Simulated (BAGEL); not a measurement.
**CH3ClSi (SMILES C[Si]Cl): PBE0/6-311+G(d,p) (density fitting with qzvpp-jkfit)**

Aim: the energy change on altering one bond length of CH3ClSi at PBE0/6-311+G** (density fitting with qzvpp-jkfit), from 2 runs. 

The results are computed with BAGEL 1.2.2.

3 further runs of the same task are left out: 2 that didn't finish, 1 set aside as unsound or not needed.

### 1 The structure to begin with

The species is CH3ClSi (6 atoms), meant as a singlet with charge 0. As SMILES, `C[Si]Cl`. The shape is that of a PBE0-D4/def2-TZVP optimisation.

Bond lengths: C1–Si2 1.887 Å, Si2–Cl3 2.093 Å, C1–H4 1.096 Å, C1–H5 1.093 Å, C1–H6 1.096 Å. Angles: C1–Si2–Cl3 98.3°, Si2–C1–H4 110.2°, Si2–C1–H5 111.6°, Si2–C1–H6 110.2°, H4–C1–H5 109.0°, H4–C1–H6 106.7°, H5–C1–H6 109.0°.

### 2 The energy at PBE0/6-311+G(d,p) (density fitting with qzvpp-jkfit)

The input, calc.json:

```json
{ "bagel": [

{
  "title": "molecule",
  "basis": "6-311+gss.json",
  "df_basis": "qzvpp-jkfit",
  "angstrom": true,
  "geometry": [
    { "atom": "C", "xyz": [      -0.420900,       0.376200,      -0.177100 ] },
    { "atom": "Si", "xyz": [       0.228200,      -0.642100,       1.273100 ] },
    { "atom": "Cl", "xyz": [       1.857700,      -1.533900,       0.308500 ] },
    { "atom": "H", "xyz": [       0.353800,       1.065800,      -0.531400 ] },
    { "atom": "H", "xyz": [      -1.308700,       0.949900,       0.100100 ] },
    { "atom": "H", "xyz": [      -0.668100,      -0.280000,      -1.019400 ] }
  ]
},

{ "title": "ks", "xc_func": "pbe0" },

{ "title": "print", "file": "orbitals.molden", "orbitals": true }

]}
```

The basis set 6-311+G** is read from a file made from the Basis Set Exchange's data (not shown).

Launch:

```console
$ BAGEL_NUM_THREADS=1 BAGEL calc.json > calc.out
```

The program printed:

```text
* using 1 threads per process

  ===============================================================
  ===============================================================

  *** Geometry ***

  { "atom" : "C", "xyz" : [     -0.795386,      0.710915,     -0.334670 ] },
  { "atom" : "Si", "xyz" : [      0.431236,     -1.213393,      2.405810 ] },
  { "atom" : "Cl", "xyz" : [      3.510544,     -2.898651,      0.582981 ] },
  { "atom" : "H", "xyz" : [      0.668585,      2.014070,     -1.004200 ] },
  { "atom" : "H", "xyz" : [     -2.473085,      1.795051,      0.189162 ] },
  { "atom" : "H", "xyz" : [     -1.262526,     -0.529123,     -1.926387 ] },

  Number of auxiliary basis functions:      385

  Since a DF basis is specified, we compute 2- and 3-index integrals:
    o Being stored without compression. Storage requirement is 0.031 GB

  Number of basis functions:      100
  Number of electrons      :       40

    * METHOD: MOLECULE                             0.14

  *** Kohn-Sham DFT ***

    * Removing 9910 points whose weight is below 1.00e-10
    * Grid points: 79526

  === Nuclear Repulsion ===
   128.1532333167

       - DIIS with orbital gradients will be used.

  === KS iteration (pbe0 / 6-311+gss.json) ===
      0       -687.19983215          0.29418355           0.30
      1       -635.70033385          0.26915105           0.30
      2       -696.15868250          0.21879222           0.29
      3       -787.91835899          0.05926052           0.29
      4       -788.48376404          0.04327738           0.29
      5       -789.23120719          0.01404421           0.29
      6       -789.30424204          0.00448238           0.29
      7       -789.31242669          0.00179779           0.29
      8       -789.31364923          0.00030150           0.29
      9       -789.31368910          0.00003803           0.29
     10       -789.31368988          0.00000930           0.29
     11       -789.31368992          0.00000186           0.29
     12       -789.31368993          0.00000057           0.29
     13       -789.31368993          0.00000033           0.29
     14       -789.31368993          0.00000008           0.29
     15       -789.31368993          0.00000002           0.29
     16       -789.31368993          0.00000000           0.29
    * SCF iteration converged.

    * Permanent dipole moment:
           (    0.588927,    -0.507179,     0.162723) a.u.

    * METHOD: KS                                   5.31

    * METHOD: PRINT                                0.02

  ===============================================================
```

Wall time 5.7 s (1 thread of Arm Neoverse V2, shared host); peak memory 0.37 GiB.

### 3 The distorted shape

The input, input.json:

```json
{ "bagel" : [

{
  "title" : "molecule",
  "basis" : "6-311+gss.json",
  "df_basis" : "qzvpp-jkfit",
  "angstrom" : "true",
  "geometry" : [
    { "atom" : "C", "xyz" : [    0.023029,    0.089331,   -0.315709 ] },
    { "atom" : "Si", "xyz" : [    0.672129,   -0.928969,    1.134491 ] },
    { "atom" : "Cl", "xyz" : [    2.301629,   -1.820769,    0.169891 ] },
    { "atom" : "H", "xyz" : [    0.797729,    0.778931,   -0.670009 ] },
    { "atom" : "H", "xyz" : [   -1.308700,    0.949900,    0.100100 ] },
    { "atom" : "H", "xyz" : [   -0.224171,   -0.566869,   -1.158009 ] }
  ]
},
{ "title" : "ks", "xc_func" : "pbe0" },
{ "title" : "print", "file" : "orbitals.molden", "orbitals" : "true" }

]}
```

The basis set 6-311+G** is read from a file made from the Basis Set Exchange's data (not shown).

Launch:

```console
$ BAGEL_NUM_THREADS=1 BAGEL input.json > input.out
```

The program printed:

```text
* using 1 threads per process

  ===============================================================
  ===============================================================

  *** Geometry ***

  { "atom" : "C", "xyz" : [      0.043519,      0.168811,     -0.596604 ] },
  { "atom" : "Si", "xyz" : [      1.270140,     -1.755497,      2.143877 ] },
  { "atom" : "Cl", "xyz" : [      4.349448,     -3.440755,      0.321047 ] },
  { "atom" : "H", "xyz" : [      1.507489,      1.471966,     -1.266134 ] },
  { "atom" : "H", "xyz" : [     -2.473085,      1.795051,      0.189162 ] },
  { "atom" : "H", "xyz" : [     -0.423622,     -1.071227,     -2.188320 ] },

  Number of auxiliary basis functions:      385

  Since a DF basis is specified, we compute 2- and 3-index integrals:
    o Being stored without compression. Storage requirement is 0.031 GB

  Number of basis functions:      100
  Number of electrons      :       40

    * METHOD: MOLECULE                             0.14

  *** Kohn-Sham DFT ***

    * Removing 9318 points whose weight is below 1.00e-10
    * Grid points: 80118

  === Nuclear Repulsion ===
   126.3849132460

       - DIIS with orbital gradients will be used.

  === KS iteration (pbe0 / 6-311+gss.json) ===
      0       -687.78357973          0.29389011           0.31
      1       -640.69026115          0.26528060           0.29
      2       -696.73127914          0.22005528           0.29
      3       -787.47382027          0.05850546           0.29
      4       -787.07354173          0.06010048           0.29
      5       -789.01125727          0.02023666           0.30
      6       -789.20929430          0.00749281           0.32
      7       -789.23518374          0.00257207           0.32
      8       -789.23733627          0.00106870           0.32
      9       -789.23782211          0.00019710           0.32
     10       -789.23783705          0.00002700           0.30
     11       -789.23783737          0.00000736           0.31
     12       -789.23783739          0.00000213           0.31
     13       -789.23783739          0.00000047           0.31
     14       -789.23783739          0.00000026           0.31
     15       -789.23783739          0.00000012           0.30
     16       -789.23783739          0.00000005           0.30
     17       -789.23783739          0.00000001           0.30
     18       -789.23783739          0.00000000           0.30
    * SCF iteration converged.

    * Permanent dipole moment:
           (    0.433745,    -0.393373,     0.174139) a.u.

    * METHOD: KS                                   6.12

    * METHOD: PRINT                                0.02

  ===============================================================
```

It took 6.6 s on 1 thread of Arm Neoverse V2, shared host; peak memory 0.37 GiB.

### 4 Outcome

Level: PBE0/6-311+G** (density fitting with qzvpp-jkfit).

| quantity | value |
| --- | --- |
| first shape: total energy | -789.31369 Eh |
| first shape: dipole moment | 2.02 D |
| first shape: HOMO energy | -6.79 eV |
| first shape: LUMO energy | -2.67 eV |
| first shape: HOMO–LUMO gap | 4.12 eV |
| distorted shape: total energy | -789.23784 Eh |
| distorted shape: dipole moment | 1.55 D |
| distorted shape: HOMO energy | -6.90 eV |
| distorted shape: LUMO energy | -2.73 eV |
| distorted shape: HOMO–LUMO gap | 4.17 eV |
| energy change with the C1–H5 bond stretched from 1.093 to 1.639 Å | 2.064 eV |

**Reading.** With the C1–H5 bond stretched from 1.093 to 1.639 Å the energy rises by 2.06 eV (199 kJ/mol). The first shape isn't relaxed at this level, so the change isn't measured from a minimum.
